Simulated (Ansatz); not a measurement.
# CH₂, singlet: breathe scan

Starting geometry (PBE0/def2-TZVP stationary point for this spin, not checked as a minimum):

```yaml
atoms:
  - { symbol: C, position_ang: [0.0000, -0.1011, 0.0000] }
  - { symbol: H, position_ang: [0.0000, 0.6021, -0.8621] }
  - { symbol: H, position_ang: [0.0000, 0.6021, 0.8621] }
```

From there all distances are scaled together; atoms are numbered as listed. Energies are in kcal/mol, counted from the starting geometry at the same level.

Basis cc-pVDZ; Ansatz 0.2.0. Correlated methods freeze the noble-gas cores. Prefix R: restricted or restricted open-shell reference. Active spaces: valence = (6e, 6o) chosen from the atoms' valence shells.

Runs in a small pair space aren't shown, since their orbitals change along the scan.

Full CI is exact within this basis and frozen core; it isn't the basis-set limit.

```json
{"scale of all distances": "0.877", "full CI": "21.5", "curve A": "21.5", "curve B": "21.4", "curve C": "20.9", "curve D": "22.7"}
{"scale of all distances": "1.000", "full CI": "0.0", "curve A": "0.0", "curve B": "0.0", "curve C": "0.0", "curve D": "0.0"}
{"scale of all distances": "1.121", "full CI": "7.4", "curve A": "7.4", "curve B": "7.4", "curve C": "8.2", "curve D": "5.7"}
{"scale of all distances": "1.307", "full CI": "39.0", "curve A": "39.0", "curve B": "39.1", "curve C": "41.7", "curve D": "34.4"}
{"scale of all distances": "1.505", "full CI": "76.5", "curve A": "76.4", "curve B": "76.6", "curve C": "82.7", "curve D": "69.1"}
{"scale of all distances": "1.783", "full CI": "118.5", "curve A": "118.4", "curve B": "118.5", "curve C": "133.1", "curve D": "108.3"}
{"scale of all distances": "1.989", "full CI": "139.1", "curve A": "138.8", "curve B": "138.9", "curve C": "162.5", "curve D": "127.5"}
{"scale of all distances": "2.425", "full CI": "159.2", "curve A": "163.3", "curve B": "158.7", "curve C": "205.9", "curve D": "145.9"}
```

The curves come from CASSCF (valence space), CISD, MRCISD+Q (valence space), RCCSDT(Q). Compare each with full CI and say which is which.

A: RCCSDT(Q), B: MRCISD+Q (valence space), C: CISD, D: CASSCF (valence space). Spread of the error against full CI, over the points where both stand: A 4.4, B 0.6, C 47.3, D 14.6 kcal/mol. MRCISD+Q (valence space) stays parallel to the reference within 0.6 kcal/mol over the points shown. CISD is cut at a fixed excitation level from one determinant, and lies 46.7 kcal/mol too high at 2.425. CASSCF lacks dynamic correlation, of which the bound molecule has more, so its curve rises 13.3 kcal/mol too little out to 2.425. The program flagged some runs of RCCSDT(Q) as in doubt.
